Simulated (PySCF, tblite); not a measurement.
**sulfur trioxide and ammonia**

A gas-phase complex of sulfur trioxide and ammonia; neutral, singlet. The structure comes from a short search (6 tight-binding starts) and was optimised by PBE0-D3(BJ)/def2-SVPD; another way of binding may lie lower.

This structure isn't a minimum: the optimisation stopped short of the minimum along a soft mode, which is imaginary here (97i cm⁻¹ by PBE0-D3(BJ)/def2-SVPD), and forces of up to 0.011 eV/Å are left. All values below rest on it.

```tsv
part	name	SMILES	atoms	charge	multiplicity
1	sulfur trioxide	O=S(=O)=O	1–4	0	1
2	ammonia	N	5–8	0	1
```

```csv
atom,part,x (Å),y (Å),z (Å)
O1,1,-1.246,1.139,0.124
S2,1,-0.903,-0.262,-0.062
O3,1,-0.183,-0.645,-1.266
O4,1,-0.789,-1.109,1.114
N5,2,-2.752,-0.902,-0.652
H6,2,-3.051,-1.641,-0.019
H7,2,-3.396,-0.114,-0.609
H8,2,-2.683,-1.255,-1.605
```

| contact | kind (by geometry) | distance (Å) | angle (°) |
| --- | --- | --- | --- |
| S2···N5 | partial bond | 2.044 | - |

Deforming the relaxed parts to their shape here costs 7.8 kcal/mol, which the interaction energies leave out.

Interaction energies are complex less parts, with the parts frozen as they stand in it; counterpoise-corrected, in kcal/mol (PySCF). The CCSD(T) estimate is Hartree-Fock/aug-cc-pVQZ, plus the MP2 correlation part extrapolated as X⁻³ from aug-cc-pVTZ and aug-cc-pVQZ, plus CCSD(T) less MP2 in aug-cc-pVDZ; noble-gas cores are frozen. It isn't the exact limit.

| level | interaction | superposition error removed |
| --- | --- | --- |
| Hartree-Fock/aug-cc-pVQZ | -29.89 | - |
| wB97M-D3(BJ)/def2-TZVPD | -30.37 | -0.41 |
| PBE0-D3(BJ)/def2-TZVPD | -32.49 | -0.39 |
| MP2/aug-cc-pVQZ | -27.56 | -0.87 |

**Question.** What does CCSD(T) at its estimated basis limit give, and which of these levels comes nearest?

**Answer.** -28.49 kcal/mol. MP2/aug-cc-pVQZ is nearest, off by +0.92; the errors are Hartree-Fock/aug-cc-pVQZ -1.40, wB97M-D3(BJ)/def2-TZVPD -1.88, PBE0-D3(BJ)/def2-TZVPD -4.00, MP2/aug-cc-pVQZ +0.92.

**Question.** What holds them together? Decompose the wB97M-D3(BJ)/def2-TZVPD energy: frozen parts, their antisymmetrised product, then relaxation.

**Answer.** electrostatic -87.4, Pauli repulsion +132.4, orbital relaxation -73.0, dispersion correction -2.7 kcal/mol, which sum to the value before the counterpoise correction; the Pauli term holds the exchange-correlation of the frozen density too. Of the attraction, 54 % is electrostatic, 45 % is orbital relaxation, 2 % is dispersion correction.

The parts were also relaxed and run alone, at the levels used for the complex: shieldings by PBE0/pcSseg-2; core levels by delta-SCF with SCAN, pcX-2 on the ionised atom and pcseg-1 elsewhere, spin-free X2C (2p3/2 is the spin-free 2p value less a third of a first-order spin-orbit splitting).

Values alone: shielding of S2 (ppm): 36.0; shielding of N5 (ppm): 262.5; O1 1s core level (eV): 540.45; S2 2p3/2 core level (eV): 176.69; N5 1s core level (eV): 405.54.

**Question.** How do these values change when the complex forms?

**Answer.** 
```tsv
property	alone	in the complex	change
shielding of S2 (ppm)	36.0	96.7	+60.7
shielding of N5 (ppm)	262.5	170.6	-91.9
O1 1s core level (eV)	540.45	538.26	-2.19
S2 2p3/2 core level (eV)	176.69	174.88	-1.81
N5 1s core level (eV)	405.54	408.27	+2.73
```

The 6 runs behind this took 24 min in all, one thread each of Intel Xeon Platinum 8259CL on a shared host, launched as `OMP_NUM_THREADS=1 python cluster_run.py task.json out`.
